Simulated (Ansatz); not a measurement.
Born–Oppenheimer molecular dynamics of CH8OSi (11 atoms, charge 0, multiplicity 1). It starts at the highest image of a converged band. Of that band: Neighbouring images differ by up to 1.4 eV, so the band resolves the path poorly. A vibrational analysis at the climbing image gives one clearly imaginary mode, 1233i cm⁻¹: a first-order saddle point.

All numbers below come from Ansatz 0.2.0, RKS BLYP-D4/6-31G*.

* ensemble: NVE (velocity Verlet)
* time step: 0.5 fs
* steps asked: 200
* starting velocities drawn for: 100 K
* seed: 3516

Frames 1 fs apart, positions in Å, forces in eV/Å.

Velocities at 85 fs (Å/ps):

```
Si -2.38 2.15 4.02
O 5.70 5.69 -4.71
C -8.61 1.96 1.50
H -20.69 -5.11 -6.81
H -3.28 1.05 2.93
H -4.03 9.35 -4.45
H -12.05 -0.66 -1.37
H 2.60 -7.50 10.18
H -2.28 2.30 25.71
H 64.79 -96.31 -40.07
H 53.42 -76.58 -41.16
```

```xyz
11
Properties=species:S:1:pos:R:3:forces:R:3 time_fs=85 energy_less_start_eV=-1.460 T=1356
Si -0.174 0.226 0.351 0.74 0.38 -3.12
O 0.045 -0.195 1.868 0.92 0.20 2.39
C -1.072 -0.283 2.688 -0.78 -1.42 0.80
H -1.795 -0.994 2.200 -0.08 0.21 0.65
H -0.731 -0.681 3.673 -0.46 0.13 -0.24
H -1.547 0.685 2.811 -0.41 0.52 0.31
H 1.294 0.318 0.127 0.07 -0.04 -1.03
H -0.764 1.555 -0.125 -0.12 -0.34 0.51
H -0.962 -0.918 -0.262 0.11 0.35 -0.27
H 5.116 -7.908 -2.302 1.39 -1.79 -0.91
H 4.722 -7.401 -2.045 -1.39 1.79 0.91
11
Properties=species:S:1:pos:R:3:forces:R:3 time_fs=86 energy_less_start_eV=-1.517 T=1403
Si -0.176 0.228 0.354 0.69 0.36 -3.23
O 0.051 -0.190 1.864 0.49 0.04 3.06
C -1.081 -0.282 2.690 -0.65 -1.31 0.43
H -1.816 -0.998 2.197 0.22 0.44 0.75
H -0.737 -0.679 3.674 -0.48 0.15 -0.29
H -1.553 0.697 2.808 -0.30 0.27 0.29
H 1.282 0.317 0.120 0.21 -0.03 -1.07
H -0.762 1.546 -0.112 -0.21 -0.15 0.43
H -0.963 -0.914 -0.237 0.02 0.25 -0.38
H 5.186 -8.011 -2.345 0.36 -0.46 -0.23
H 4.770 -7.471 -2.082 -0.36 0.46 0.23
11
Properties=species:S:1:pos:R:3:forces:R:3 time_fs=87 energy_less_start_eV=-1.513 T=1400
Si -0.178 0.231 0.356 0.71 0.28 -3.23
O 0.058 -0.184 1.862 0.11 -0.11 3.56
C -1.091 -0.282 2.692 -0.56 -0.92 0.11
H -1.834 -0.998 2.200 0.40 0.54 0.74
H -0.747 -0.676 3.673 -0.43 0.12 -0.22
H -1.562 0.711 2.808 -0.14 -0.08 0.25
H 1.273 0.316 0.104 0.29 -0.03 -1.07
H -0.762 1.536 -0.095 -0.31 0.07 0.34
H -0.965 -0.908 -0.216 -0.07 0.13 -0.48
H 5.260 -8.119 -2.391 -0.64 0.84 0.40
H 4.814 -7.535 -2.117 0.64 -0.84 -0.40
11
Properties=species:S:1:pos:R:3:forces:R:3 time_fs=88 energy_less_start_eV=-1.493 T=1385
Si -0.180 0.233 0.358 0.80 0.17 -3.12
O 0.064 -0.178 1.862 -0.21 -0.22 3.85
C -1.101 -0.282 2.694 -0.43 -0.35 -0.15
H -1.849 -0.992 2.211 0.44 0.49 0.61
H -0.761 -0.672 3.670 -0.33 0.05 -0.04
H -1.572 0.725 2.810 0.02 -0.42 0.19
H 1.266 0.314 0.077 0.28 -0.03 -1.02
H -0.765 1.526 -0.075 -0.40 0.30 0.25
H -0.967 -0.901 -0.200 -0.16 0.01 -0.57
H 5.328 -8.220 -2.433 -1.10 1.45 0.66
H 4.864 -7.608 -2.156 1.10 -1.45 -0.66
11
Properties=species:S:1:pos:R:3:forces:R:3 time_fs=89 energy_less_start_eV=-1.548 T=1431
Si -0.181 0.235 0.358 0.93 0.03 -2.92
O 0.070 -0.173 1.864 -0.47 -0.30 3.92
C -1.111 -0.283 2.697 -0.21 0.25 -0.30
H -1.860 -0.982 2.227 0.33 0.31 0.37
H -0.778 -0.667 3.667 -0.19 -0.04 0.18
H -1.582 0.734 2.814 0.14 -0.64 0.14
H 1.262 0.313 0.041 0.18 -0.04 -0.93
H -0.772 1.520 -0.053 -0.47 0.50 0.17
H -0.971 -0.893 -0.190 -0.23 -0.07 -0.62
H 5.386 -8.307 -2.470 -1.05 1.40 0.61
H 4.925 -7.694 -2.201 1.05 -1.40 -0.61
11
Properties=species:S:1:pos:R:3:forces:R:3 time_fs=90 energy_less_start_eV=-1.661 T=1527
Si -0.183 0.238 0.357 1.06 -0.08 -2.68
O 0.076 -0.167 1.869 -0.69 -0.34 3.77
C -1.121 -0.283 2.698 0.14 0.79 -0.31
H -1.867 -0.969 2.247 0.10 0.01 0.05
H -0.798 -0.663 3.665 -0.05 -0.12 0.39
H -1.590 0.738 2.820 0.20 -0.70 0.09
H 1.259 0.310 -0.005 0.01 -0.04 -0.79
H -0.784 1.518 -0.029 -0.50 0.60 0.11
H -0.977 -0.886 -0.185 -0.26 -0.11 -0.64
H 5.434 -8.380 -2.500 -0.49 0.66 0.28
H 4.995 -7.793 -2.252 0.49 -0.66 -0.28
11
Properties=species:S:1:pos:R:3:forces:R:3 time_fs=91 energy_less_start_eV=-1.728 T=1584
Si -0.183 0.240 0.355 1.13 -0.16 -2.42
O 0.082 -0.162 1.876 -0.88 -0.35 3.45
C -1.131 -0.283 2.700 0.60 1.15 -0.16
H -1.874 -0.956 2.267 -0.19 -0.34 -0.29
H -0.818 -0.660 3.667 0.05 -0.16 0.48
H -1.597 0.734 2.826 0.18 -0.58 0.06
H 1.256 0.308 -0.057 -0.20 -0.05 -0.61
H -0.800 1.521 -0.004 -0.46 0.59 0.10
H -0.986 -0.880 -0.186 -0.24 -0.10 -0.60
H 5.478 -8.449 -2.529 0.58 -0.79 -0.32
H 5.069 -7.897 -2.305 -0.58 0.79 0.32
11
Properties=species:S:1:pos:R:3:forces:R:3 time_fs=92 energy_less_start_eV=-1.736 T=1594
Si -0.184 0.243 0.353 1.11 -0.18 -2.16
O 0.086 -0.157 1.885 -1.04 -0.34 3.00
C -1.141 -0.282 2.702 1.07 1.21 0.10
H -1.883 -0.947 2.285 -0.40 -0.61 -0.58
H -0.837 -0.658 3.674 0.11 -0.15 0.42
H -1.602 0.726 2.833 0.10 -0.31 0.04
H 1.252 0.305 -0.116 -0.40 -0.04 -0.41
H -0.820 1.530 0.022 -0.36 0.45 0.11
H -0.997 -0.875 -0.194 -0.18 -0.03 -0.53
H 5.527 -8.524 -2.559 1.47 -2.01 -0.78
H 5.138 -7.995 -2.355 -1.47 2.01 0.78
11
Properties=species:S:1:pos:R:3:forces:R:3 time_fs=93 energy_less_start_eV=-1.831 T=1673
Si -0.184 0.245 0.349 0.99 -0.15 -1.89
O 0.091 -0.152 1.896 -1.17 -0.31 2.47
C -1.150 -0.280 2.703 1.38 0.90 0.36
H -1.895 -0.943 2.297 -0.42 -0.69 -0.71
H -0.855 -0.658 3.684 0.12 -0.09 0.23
H -1.606 0.714 2.840 -0.04 0.08 0.02
H 1.244 0.302 -0.179 -0.56 -0.03 -0.19
H -0.844 1.544 0.049 -0.21 0.23 0.13
H -1.009 -0.871 -0.206 -0.10 0.07 -0.42
H 5.589 -8.618 -2.598 1.09 -1.50 -0.55
H 5.194 -8.074 -2.398 -1.09 1.50 0.55
11
Properties=species:S:1:pos:R:3:forces:R:3 time_fs=94 energy_less_start_eV=-1.922 T=1751
Si -0.184 0.248 0.346 0.78 -0.10 -1.60
O 0.094 -0.148 1.908 -1.27 -0.27 1.90
C -1.158 -0.277 2.705 1.45 0.32 0.52
H -1.911 -0.945 2.302 -0.20 -0.53 -0.67
H -0.872 -0.659 3.697 0.11 -0.02 -0.02
H -1.611 0.703 2.847 -0.18 0.47 0.01
H 1.230 0.298 -0.243 -0.66 -0.01 0.01
H -0.870 1.560 0.077 -0.03 -0.03 0.15
H -1.022 -0.865 -0.222 0.00 0.17 -0.29
H 5.662 -8.725 -2.641 -0.05 0.06 0.02
H 5.240 -8.139 -2.436 0.05 -0.06 -0.02
11
Properties=species:S:1:pos:R:3:forces:R:3 time_fs=95 energy_less_start_eV=-1.907 T=1739
Si -0.183 0.250 0.341 0.51 -0.05 -1.29
O 0.097 -0.143 1.922 -1.34 -0.22 1.32
C -1.165 -0.274 2.707 1.29 -0.29 0.57
H -1.928 -0.953 2.301 0.18 -0.21 -0.52
H -0.888 -0.659 3.709 0.09 0.04 -0.26
H -1.617 0.697 2.855 -0.28 0.73 -0.01
H 1.210 0.294 -0.307 -0.70 0.01 0.20
H -0.896 1.575 0.106 0.15 -0.27 0.15
H -1.036 -0.859 -0.241 0.10 0.26 -0.16
H 5.734 -8.832 -2.684 -0.86 1.20 0.40
H 5.286 -8.205 -2.474 0.86 -1.20 -0.40
11
Properties=species:S:1:pos:R:3:forces:R:3 time_fs=96 energy_less_start_eV=-1.874 T=1711
Si -0.182 0.252 0.336 0.21 0.00 -0.94
O 0.099 -0.139 1.936 -1.38 -0.17 0.76
C -1.170 -0.272 2.710 0.98 -0.66 0.53
H -1.945 -0.962 2.296 0.55 0.14 -0.32
H -0.903 -0.660 3.719 0.08 0.08 -0.41
H -1.626 0.698 2.862 -0.28 0.73 -0.06
H 1.184 0.290 -0.370 -0.65 0.03 0.36
H -0.921 1.588 0.138 0.31 -0.47 0.13
H -1.048 -0.849 -0.261 0.18 0.33 -0.03
H 5.798 -8.928 -2.723 -1.12 1.58 0.50
H 5.340 -8.282 -2.516 1.12 -1.58 -0.50
```

Of the whole run (100 fs, mean temperature of the second half 1550 K): The conserved energy stayed within 0.21 meV per atom of its start (net change 0.15 meV per atom), so the integration is sound. The kinetic energy rose, since the run started high on the potential surface and went downhill. It ends in pieces (CH6OSi + H2), so much of that is their flight and rotation, not heat. A run of 0.1 ps of so small a system gives no equilibrium averages. The orbitals stay closed-shell, which can raise the energy where a bond breaks towards radicals; this wasn't checked here.

Time of the run: 6.5 min on 1 thread of Arm Neoverse V1, on a shared host, peak memory 0.12 GiB.
